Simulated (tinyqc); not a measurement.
Worked calculation: UHF in the sto-6g basis, for CH2, spin multiplicity 3. One step of it, computed by the program tinyqc.

Task: Iteration 1: diagonalisation and new density. Diagonalise F' = X^T F X, C = X C', fill 5 alpha and 3 beta electrons from the bottom; D(s) = C_occ C_occ^T. Each column has its largest component positive (the first on a tie).

F(alpha) (hartree):
```
             1C 1s      1C 2s     1C 2px     1C 2py     1C 2pz      2H 1s      3H 1s
1C 1s   -12.476946  -2.958950   0.234215   0.225833   0.076389  -0.384827  -0.386821
1C 2s    -2.958950  -1.824242  -0.011847   0.143814   0.035039  -0.456089  -0.526724
1C 2px    0.234215  -0.011847  -0.390663  -0.065732   0.028067  -0.076431  -0.060258
1C 2py    0.225833   0.143814  -0.065732  -0.676352   0.029755  -0.163414   0.389158
1C 2pz    0.076389   0.035039   0.028067   0.029755  -0.793225  -0.186375  -0.221097
2H 1s    -0.384827  -0.456089  -0.076431  -0.163414  -0.186375  -0.231057  -0.082536
3H 1s    -0.386821  -0.526724  -0.060258   0.389158  -0.221097  -0.082536  -0.460574
```

F(beta) (hartree):
```
             1C 1s      1C 2s     1C 2px     1C 2py     1C 2pz      2H 1s      3H 1s
1C 1s   -12.362443  -2.944856   0.220556   0.270741  -0.001833  -0.399455  -0.412065
1C 2s    -2.944856  -1.439075   0.037849  -0.086752  -0.049519  -0.402435  -0.252223
1C 2px    0.220556   0.037849  -0.289473  -0.117618   0.065532  -0.059393  -0.012518
1C 2py    0.270741  -0.086752  -0.117618  -0.359428  -0.052732  -0.173993   0.113998
1C 2pz   -0.001833  -0.049519   0.065532  -0.052732  -0.219150  -0.008736  -0.094954
2H 1s    -0.399455  -0.402435  -0.059393  -0.173993  -0.008736  -0.016128  -0.023255
3H 1s    -0.412065  -0.252223  -0.012518   0.113998  -0.094954  -0.023255  -0.027080
```

X:
```
            1C 1s      1C 2s    1C 2px     1C 2py     1C 2pz      2H 1s      3H 1s
1C 1s    1.024869  -0.139597  0.000000   0.000000  -0.008191   0.019470   0.019470
1C 2s   -0.139597   1.144676  0.000000   0.000000   0.075343  -0.215219  -0.215219
1C 2px   0.000000   0.000000  1.000000   0.000000   0.000000   0.000000   0.000000
1C 2py   0.000000   0.000000  0.000000   1.081822   0.000000  -0.180428   0.180428
1C 2pz  -0.008191   0.075343  0.000000   0.000000   1.046733  -0.134014  -0.134014
2H 1s    0.019470  -0.215219  0.000000  -0.180428  -0.134014   1.123792  -0.016575
3H 1s    0.019470  -0.215219  0.000000   0.180428  -0.134014  -0.016575   1.123792
```

Give: F' = X^T F X; orbital energies; coefficients C; F' = X^T F X; orbital energies; coefficients C; D(alpha) after iteration 1; D(beta) after iteration 1.

Result:

F' = X^T F X (alpha) (hartree):
```
          1        2        3        4        5        6        7
1  -12.3210  -1.3235   0.2388   0.2338   0.0554  -0.0590   0.0229
2   -1.3235  -1.2764  -0.0147   0.0878   0.0778  -0.1964  -0.2037
3    0.2388  -0.0147  -0.3907  -0.0682   0.0449  -0.0697  -0.0750
4    0.2338   0.0878  -0.0682  -0.5930   0.0087  -0.0898   0.2555
5    0.0554   0.0778   0.0449   0.0087  -0.7553  -0.1126  -0.1215
6   -0.0590  -0.1964  -0.0697  -0.0898  -0.1126  -0.0529   0.0179
7    0.0229  -0.2037  -0.0750   0.2555  -0.1215   0.0179  -0.2293
```

orbital energies (alpha) (hartree): MO1 -12.4878, MO2 -1.2151, MO3 -0.8173, MO4 -0.6894, MO5 -0.4036, MO6 -0.0506, MO7 0.0451

coefficients C (alpha):
```
            MO1      MO2      MO3      MO4      MO5      MO6      MO7
1C 1s    1.0011  -0.2403   0.0155  -0.0281   0.0646   0.0249   0.0699
1C 2s   -0.0059   1.0066  -0.0998   0.2273  -0.2572  -0.1173  -0.5227
1C 2px  -0.0195   0.0725  -0.0936   0.1291   0.9465  -0.1633  -0.2152
1C 2py  -0.0232  -0.1524  -0.3323   0.7800  -0.0161   0.7007  -0.0397
1C 2pz  -0.0057  -0.0345   0.8702   0.4449  -0.0830  -0.1148  -0.4009
2H 1s    0.0055  -0.0194   0.0171   0.0599   0.1243  -0.5751   1.0049
3H 1s   -0.0086   0.0350   0.1631  -0.2336   0.3261   0.9536   0.5121
```

F' = X^T F X (beta) (hartree):
```
          1        2        3        4        5        6        7
1  -12.1993  -1.3655   0.2188   0.3065  -0.0083  -0.0741  -0.0079
2   -1.3655  -0.9221   0.0330  -0.1081  -0.0400  -0.2047  -0.0575
3    0.2188   0.0330  -0.2895  -0.1188   0.0793  -0.0580  -0.0469
4    0.3065  -0.1081  -0.1188  -0.3081  -0.0744  -0.1245   0.1099
5   -0.0083  -0.0400   0.0793  -0.0744  -0.2143   0.0167  -0.0917
6   -0.0741  -0.2047  -0.0580  -0.1245   0.0167   0.1533   0.0243
7   -0.0079  -0.0575  -0.0469   0.1099  -0.0917   0.0243   0.0899
```

orbital energies (beta) (hartree): MO1 -12.3742, MO2 -0.8572, MO3 -0.4050, MO4 -0.2852, MO5 -0.1667, MO6 0.1791, MO7 0.2191

coefficients C (beta):
```
            MO1      MO2      MO3      MO4      MO5      MO6      MO7
1C 1s    1.0008  -0.2284   0.0952   0.0557  -0.0064   0.0377   0.0570
1C 2s   -0.0049   1.0158  -0.3100  -0.1821   0.0034  -0.2494  -0.4524
1C 2px  -0.0185   0.0632   0.7155  -0.3232   0.5717  -0.2057  -0.1004
1C 2py  -0.0274   0.2964   0.5906   0.5720  -0.2990   0.5525  -0.2759
1C 2pz   0.0007   0.1224  -0.2216   0.7748   0.5256  -0.4190  -0.1452
2H 1s    0.0065  -0.0213   0.1262  -0.1625  -0.1133  -0.1786   1.1282
3H 1s   -0.0093  -0.1305   0.0349  -0.0079   0.3870   1.0740   0.1968
```

D(alpha) after iteration 1:
```
          1C 1s    1C 2s   1C 2px   1C 2py   1C 2pz    2H 1s    3H 1s
1C 1s    1.0652  -0.2724   0.0191  -0.0147  -0.0018   0.0168   0.0131
1C 2s   -0.2724   1.1411  -0.1316   0.0614   0.0009  -0.0396  -0.1180
1C 2px   0.0191  -0.1316   0.9270   0.1059  -0.1050   0.1223   0.2660
1C 2py  -0.0147   0.0614   0.1059   0.7429   0.0645   0.0419  -0.2469
1C 2pz  -0.0018   0.0009  -0.1050   0.0645   0.9634   0.0319   0.0098
2H 1s    0.0168  -0.0396   0.1223   0.0419   0.0319   0.0197   0.0286
3H 1s    0.0131  -0.1180   0.2660  -0.2469   0.0098   0.0286   0.1888
```

D(beta) after iteration 1:
```
          1C 1s    1C 2s   1C 2px   1C 2py   1C 2pz    2H 1s    3H 1s
1C 1s    1.0629  -0.2665   0.0352  -0.0389  -0.0484   0.0234   0.0238
1C 2s   -0.2665   1.1281  -0.1575   0.1181   0.1930  -0.0608  -0.1434
1C 2px   0.0352  -0.1575   0.5162   0.4418  -0.1508   0.0888   0.0169
1C 2py  -0.0389   0.1181   0.4418   0.4374  -0.0946   0.0681  -0.0178
1C 2pz  -0.0484   0.1930  -0.1508  -0.0946   0.0641  -0.0306  -0.0237
2H 1s    0.0234  -0.0608   0.0888   0.0681  -0.0306   0.0164   0.0071
3H 1s    0.0238  -0.1434   0.0169  -0.0178  -0.0237   0.0071   0.0183
```
